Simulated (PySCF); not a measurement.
H₃Si, SMILES `[SiH3]` (charge 0, multiplicity 2)

Computed with PBE-D3(BJ)/def2-TZVP // r2SCAN-D4/def2-TZVP (PySCF).

```
Item                                                 Result
-----------------------------  ----------------------------
highest occupied spin orbital                      -5.30 eV
dipole moment                                        0.01 D
total energy                                   -291.0777 Ha
cost                           very roughly 29 core-seconds
```

Bonds (Å): Si1–H2 1.484, Si1–H3 1.484, Si1–H4 1.484. Angles (°): H2–Si1–H3 111.5, H2–Si1–H4 111.5, H3–Si1–H4 111.5.
Charge 0, spin multiplicity 2.
